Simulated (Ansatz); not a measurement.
A run of Ansatz (development build ahead of 0.2.0) on singlet H3O(+) at this shape:

```json
{"atom": "O", "x (Å)": "0.0087", "y (Å)": "-0.0004", "z (Å)": "0.0794"}
{"atom": "H", "x (Å)": "0.9508", "y (Å)": "0.0062", "z (Å)": "-0.1992"}
{"atom": "H", "x (Å)": "-0.4662", "y (Å)": "0.8102", "z (Å)": "-0.1930"}
{"atom": "H", "x (Å)": "-0.4707", "y (Å)": "-0.8071", "z (Å)": "-0.1957"}
```

Its results:

```yaml
Converged: yes
Reference_energy: -76.31142 hartree
Correlation_energy: -0.20323 hartree
Total_energy: -76.51465 hartree
Spin_squared_of_the_determinant: 0.000
```

Which input gives this output? Name the method, the orbitals and the basis set, and write the input.

RHF-MP2 in cc-pVDZ. An unrestricted run that stays on the closed shell gives the same numbers.

```yaml
crystal:
  periodic: [false, false, false]
  atoms:
    - { symbol: O, position_ang: [0.00868, -0.00045, 0.07941] }
    - { symbol: H, position_ang: [0.95077, 0.00616, -0.19916] }
    - { symbol: H, position_ang: [-0.46624, 0.81015, -0.19299] }
    - { symbol: H, position_ang: [-0.47071, -0.80705, -0.19568] }
basis:
  gaussian: { orbitals: cc-pVDZ }
total_charge: 1
hamiltonian:
  xc: hf
correlation:
  method: mp2
  frozen_orbitals: { H: 0, O: 1 }
```
